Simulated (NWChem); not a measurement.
Correlation energy of methanethiol (CH$_{4}$S)

```xyz
6

C      1.0468     0.4733     0.0000
S     -0.5720    -0.3413     0.0000
H      1.1988     1.0855     0.8999
H      1.7951    -0.3313     0.0000
H      1.1988     1.0855    -0.8999
H     -1.3215     0.7816     0.0000
```
Charge 0, spin multiplicity 1.

Everything below was run with NWChem. All single points use one geometry, from PBE0/def2-SVP, a minimum by its harmonic frequencies.

Basis set: cc-pVTZ. Each correlation energy counts from its own Hartree-Fock reference.

The correlated methods keep 6 core orbitals frozen. Coupled-cluster values serve here as a point of comparison, not as the truth.

For the correlation energy, SCS-MP2 gives -369.1 mHa and CR-CCSD[T] gives -410.0 mHa. What do CR-CCSD(T), CCSD, MP2 give?

CR-CCSD(T): -409.8 mHa; CCSD: -397.3 mHa; MP2: -363.7 mHa.
